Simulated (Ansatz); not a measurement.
# The cluster GaSb2−: structure and electronic state

Aim: characterise the cluster GaSb2− as a singlet: its structure, frontier levels and distribution of charge.

Method: RKS PBE0-D4/def2-TZVPD; program: Ansatz 0.2.0, Gaussian basis.

Plan: relaxation at B3LYP-D4/def2-TZVPD; a search for the lowest solution at PBE0-D4/def2-SVP; a single point at PBE0-D4/def2-TZVPD.

2 further runs of the same task are left out: 1 that didn't finish, 1 set aside as unsound or not needed. Runs told in other sessions of the task aren't counted.

**1. Where the work starts**

3 atoms, charge -1, spin multiplicity 1.

Atoms are counted from 1 here; the program's logs count them from 0.

Bond lengths: Ga1–Sb2 2.706 Å, Ga1–Sb3 2.704 Å, Sb2–Sb3 2.620 Å. Angles: Sb2–Ga1–Sb3 57.9°, Ga1–Sb2–Sb3 61.0°, Ga1–Sb3–Sb2 61.1°.

Geometry (Å):

| atom | x (Å) | y (Å) | z (Å) |
| --- | --- | --- | --- |
| Ga1 | -0.6782 | -1.4246 | -0.0206 |
| Sb2 | 1.5216 | 0.1500 | 0.0466 |
| Sb3 | -0.8434 | 1.2746 | -0.0260 |

Sb takes a core potential in the def2 sets. No spin-orbit coupling is included. The ion is computed in the gas phase, without counter-ions or solvent.

The start is a GFN2-xTB geometry.

**2. Relaxation at B3LYP-D4/def2-TZVPD**

in.yaml reads:

```yaml
crystal:
  periodic: [false, false, false]
  atoms:
    - {symbol: Ga, position_ang: [-0.678230, -1.424590, -0.020620]}
    - {symbol: Sb, position_ang: [1.521580, 0.149980, 0.046630]}
    - {symbol: Sb, position_ang: [-0.843350, 1.274610, -0.026010]}
basis:
  gaussian: {orbitals: def2-TZVPD}
total_charge: -1
hamiltonian: {xc: {name: B3LYP}, dispersion: d4}
scf: {lower_state_search: "off"}
output: {orbitals: {seedname: orbitals}}
relax: {f_tol: 0.02, max_steps: 100}
```

Started as:

```
$ ansatz run in.yaml --threads 4 --pin off --events-out ev --progress --plain --max-ram 3916MiB
```

Further steps of the session: Searching for the lowest solution, PBE0-D4/def2-SVP; Single point, PBE0-D4/def2-TZVPD.

**Question.** What will the summary of the whole plan be? Wanted: point group; commonest bond; HOMO, LUMO at PBE0-D4/def2-TZVPD.

**Answer**, as computed:

```
                        quantity                            value
                     point group                              C2v
                  commonest bond  Ga–Sb, 2 of mean length 2.819 Å
HOMO, LUMO at PBE0-D4/def2-TZVPD                   -0.60, 1.34 eV
```

What this shows: The molecule keeps its bonding pattern by the stored test; the atoms moved 0.06 Å (rms). No usable vibrations, so a minimum isn't proven. The HOMO lies nearest to Sb2, Sb3 about 35 % each; Ga1 29 % and the LUMO to Sb2, Sb3 about 49 % each. Whether this spin is the lowest isn't tested here.
